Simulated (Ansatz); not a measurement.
**AlH+ (quartet): from Hartree-Fock to the top rungs, def2-TZVPP**

An exercise on one series of results from a longer session: the logs are not shown, and one member is left open.

Computed with Ansatz 0.2.0, Gaussian basis. Level: def2-TZVPP, core rule «outside noble gas», up to 5 orbitals frozen.

To be run: UHF; ROHF; CCSD(T) on UHF.

### The geometry

The geometry is a PBE0/def2-TZVP stationary point (not a proven minimum) of the parent state, kept for this charge and spin.

2 atoms, charge 1, spin multiplicity 4.

Atoms are counted from 1 here; the program's logs count them from 0.

Bond lengths: Al1–H2 1.619 Å.

Set-up of the first run:

in.yaml

```yaml
crystal:
  periodic: [false, false, false]
  atoms:
    - {symbol: Al, position_ang: [0.000000, 0.000000, 0.000000]}
    - {symbol: H, position_ang: [0.000000, 0.000000, 1.619000]}
basis:
  gaussian: {orbitals: def2-TZVPP}
total_charge: 1
magnetization: {spin_polarized: true, initial_magnetization: 3}
hamiltonian: {xc: hf}
output: {orbitals: {seedname: orbitals}}
```

Started as:

```
> ansatz run in.yaml --threads 1 --pin off --events-out ev --progress --plain --max-ram 4096MiB --backend cpu
```

Steps of the session up to this table: UHF; ROHF; CCSD(T) on UHF.

One of the session's tables, all rows but one given; the rest of the session is left out.

| method | from UCCSD(T) (kJ/mol) |
| --- | --- |
| ROHF | ? |
| UHF | +25.7 |
| UMP2 | +9.8 |
| UCCSD | +0.1 |
| UCCSD(T) | 0 |

Q: Estimate the row for ROHF from the others.

As computed: from UCCSD(T) (kJ/mol): +26.0. In the column «from UCCSD(T) (kJ/mol)» it is the highest.
